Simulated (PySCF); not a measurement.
**OH⁺ (triplet) with other numerical set-ups**

The method stays; parts of the set-up, such as the basis or the Hamiltonian, are changed.

Computed with PySCF 2.14.0. Level: method and basis as typed in the scripts.

1 further run of the same task is left out (it didn't finish).

## 1. The system as given

OH⁺ (triplet): 2 atoms, charge 1, spin multiplicity 3.

Bond lengths: H1–O2 0.969 Å.

## 2. Base script

Input file input.py:

```python
from pyscf import gto, dft, tdscf

mol = gto.M(
    atom='H 0 0 0; O 0 0 0.969',
    basis='pcseg-1',
    charge=1,
    spin=2,
    verbose=4,
)
mf = dft.UKS(mol, xc='x3lyp')
mf.kernel()
td = tdscf.TDA(mf)
td.nstates = 4
td.kernel()
td.analyze()
mf.dip_moment()
print('orbital energies (hartree):', [e[max(0, n-3):n+3].round(4) for e, n in zip(mf.mo_energy, mol.nelec)])
```

Started as:

```
> OMP_NUM_THREADS=1 python input.py
```

The log of this run is left out.

Base result: E(SCF) = -75.206612 Eh, 8 cycles, ⟨S²⟩ = 2.004, excitations 4.10, 4.10, 15.63, 15.63 eV.

The bond length is a typed value, not an optimised one. The dipole of an ion depends on the origin. The triplet is typed in the script; nothing here shows that it is the ground state.

## 3. Cartesian functions on

Edit 1 changes Cartesian functions: off → on.

Input file input.py:

```python
from pyscf import gto, dft, tdscf

mol = gto.M(
    atom='H 0 0 0; O 0 0 0.969',
    basis='pcseg-1',
    charge=1,
    spin=2,
    cart=True,
    verbose=4,
)
mf = dft.UKS(mol, xc='x3lyp')
mf.kernel()
td = tdscf.TDA(mf)
td.nstates = 4
td.kernel()
td.analyze()
mf.dip_moment()
print('orbital energies (hartree):', [e[max(0, n-3):n+3].round(4) for e, n in zip(mf.mo_energy, mol.nelec)])
```

Started as:

```
> OMP_NUM_THREADS=1 python input.py
```

## 4. Lanl2dz

Edit 2 changes basis set: pcseg-1 → lanl2dz.

Changes to input.py since step 2:

```diff
@@ -4,3 +4,3 @@
     atom='H 0 0 0; O 0 0 0.969',
-    basis='pcseg-1',
+    basis='lanl2dz',
     charge=1,
```

## 5. Density fitting def2-universal-jkfit

Edit 3 changes density fitting: none → def2-universal-jkfit.

Changes to input.py since step 2:

```diff
@@ -10,2 +10,3 @@
 mf = dft.UKS(mol, xc='x3lyp')
+mf = mf.density_fit(auxbasis='def2-universal-jkfit')
 mf.kernel()
```

## 6. Jorge-dzp-dkh (X2C on)

Edit 4 changes basis set: pcseg-1 → jorge-dzp-dkh; spin-free X2C: off → on.

Changes to input.py since step 2:

```diff
@@ -4,3 +4,3 @@
     atom='H 0 0 0; O 0 0 0.969',
-    basis='pcseg-1',
+    basis='jorge-dzp-dkh',
     charge=1,
@@ -10,2 +10,3 @@
 mf = dft.UKS(mol, xc='x3lyp')
+mf = mf.sfx2c1e()
 mf.kernel()
```

Before running it: what results should come out? Wanted: for each run, E(SCF); from base; gap, α spin; after the SCF.

As calculated:

| run | E(SCF) (hartree) | from base (eV) | cycles | gap, α spin (eV) | functions | after the SCF |
| --- | --- | --- | --- | --- | --- | --- |
| base | -75.206612 | 0 | 8 | 18.17 | 19 | lowest root found 4.10 eV |
| Cartesian functions on | -75.207839 | -0.0334 | 8 | 18.16 | 20 | lowest root found 4.10 eV |
| lanl2dz | -75.224565 | -0.4885 | 8 | 18.12 | 11 | lowest root found 3.90 eV |
| density fitting def2-universal-jkfit | -75.206634 | -0.0006 | 8 | 18.17 | 19 | lowest root found 4.10 eV |
| jorge-dzp-dkh (X2C on) | -75.291765 | not comparable | 8 | 18.14 | 20 | lowest root found 4.07 eV |

Of the runs whose energies can be compared, “lanl2dz” moves the SCF energy most (-0.489 eV). lanl2dz (11 functions) gives an energy 0.49 eV lower than pcseg-1 (19); size alone doesn't order basis sets of different families.
